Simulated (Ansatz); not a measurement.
C3H2. The state is a singlet with charge 0. Geometry relaxed at r2SCAN-D4/def2-TZVP.

Cartesian coordinates in Å:
```
C 0.555 0.343 0.111
C -0.520 -0.375 -0.163
C -0.602 0.560 0.897
H -1.016 -1.132 -0.753
H 1.583 0.604 -0.092
```

The structure comes from a short search, and lower isomers may exist.

(1) Estimate the harmonic wavenumbers at RKS r2SCAN-D4/def2-TZVP (Ansatz, unscaled). Is this a minimum?

Results:

(1) 805, 889, 895, 1003, 1088, 1322, 1647, 3218, 3251 cm⁻¹. Yes, no mode is imaginary beyond noise. Zero-point energy 84.4 kJ/mol. Hardware: 4 threads of AMD EPYC 9B45 on a shared host. Wall time 2.7 s.
